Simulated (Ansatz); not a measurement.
## How far each method lies from full CI for CHCl3, singlet

Geometry: MP2(full)/6-31G*, from the G2/97 set.

```xyz
5

C     0.0000    0.0000    0.4675
H     0.0000    0.0000    1.5534
Cl    0.0000    1.6817   -0.0675
Cl    1.4564   -0.8409   -0.0675
Cl   -1.4564   -0.8409   -0.0675
```

Basis STO-3G; Ansatz 0.2.0. Only valence electrons are correlated (noble-gas cores frozen), which leaves 26 electrons in 17 orbitals. Prefix R: restricted or restricted open-shell reference. Active spaces: frontier = (8e, 8o) about the gap.

Full CI is exact within this basis and frozen core; it isn't the basis-set limit.

The UHF ⟨S²⟩ is 0.000, the T1 diagnostic (RCCSD) is 0.0058 and the largest doubles amplitude (RCCSD) is 0.060.

| level | E − E(RHF) (eV) |
| --- | --- |
| RMP2 | -2.3035 |
| RCCSD | -2.8375 |
| RCCSD(T) | -2.8786 |

Problem. Estimate how far full CI in STO-3G lies from RCCSD(T). The table doesn't fix it; the size of (T) and the diagnostics are the guide.

Solution. Full CI in STO-3G lies 0.49 mEh below RCCSD(T), which is 33 % of the (T) step (-1.51 mEh). The diagnostics give no warning, yet the rest is a sizeable part of (T).

The other levels:

```json
{"level": "CISD", "E − E(full CI) (mEh)": "6.67", "share of correlation (%)": "93.72", "wall time": "0.36 s"}
{"level": "BCCD(T)", "E − E(full CI) (mEh)": "0.50", "share of correlation (%)": "99.53", "wall time": "0.34 s"}
{"level": "RCCSDT", "E − E(full CI) (mEh)": "0.14", "share of correlation (%)": "99.87", "wall time": "–"}
{"level": "CISDTQ", "E − E(full CI) (mEh)": "0.23", "share of correlation (%)": "99.79", "wall time": "0.79 s"}
{"level": "RCCSDT(Q)", "E − E(full CI) (mEh)": "0.01", "share of correlation (%)": "99.99", "wall time": "1.2 s"}
{"level": "RCCSDTQ", "E − E(full CI) (mEh)": "0.01", "share of correlation (%)": "100.00", "wall time": "31 s"}
{"level": "CASSCF (frontier space)", "E − E(full CI) (mEh)": "12.36", "share of correlation (%)": "88.37", "wall time": "–"}
{"level": "NEVPT2 (frontier space)", "E − E(full CI) (mEh)": "3.75", "share of correlation (%)": "96.47", "wall time": "3.5 s"}
{"level": "NEVPT4(SD) (frontier space)", "E − E(full CI) (mEh)": "0.60", "share of correlation (%)": "99.43", "wall time": "4.3 s"}
{"level": "MRCISD (frontier space)", "E − E(full CI) (mEh)": "0.20", "share of correlation (%)": "99.81", "wall time": "–"}
{"level": "MRCISD+Q (frontier space)", "E − E(full CI) (mEh)": "0.07", "share of correlation (%)": "99.94", "wall time": "4.3 s"}
```

The correlation energy at full CI, counted from RHF, is -2.892 eV. That run took 7 s on 1 thread of AMD EPYC 7R13, shared host over 2,833,000 determinants.

Times hold each run's SCF and search for its determinant on a shared host, so for small cases they say little of a method's own cost; they ran on 1 thread of AMD EPYC 7R13.

The full-CI state has the irrep A' of Cs, in the program's axes (one component, if the state is degenerate).

Natural occupations of full CI about the gap: 1.997 1.979 1.965 1.963 1.963 0.044 0.038 0.038 0.023; effectively unpaired electrons, Σ n²(2−n)², 0.04.

Atomization energy (electronic, same basis, no zero-point term; atoms at the same level, unrestricted beside the R rows where the molecule is a closed shell, with restricted open-shell steps beyond CCSDT(Q)) at full CI: 1283.6 kJ/mol. Errors of other levels:

| level | error (kJ/mol) |
| --- | --- |
| RHF | -225.9 |
| RMP2 | -29.5 |
| CISD | -17.5 |
| RCCSD | -5.3 |
| RCCSD(T) | -1.3 |
| BCCD(T) | -1.3 |
| RCCSDT | -0.4 |
| CISDTQ | -0.6 |
| RCCSDT(Q) | 0.0 |
| RCCSDTQ | 0.0 |

This basis is far from its limit, so the value isn't to be set against a measured one. Truncated CI isn't size-consistent, which counts against it in atomization.
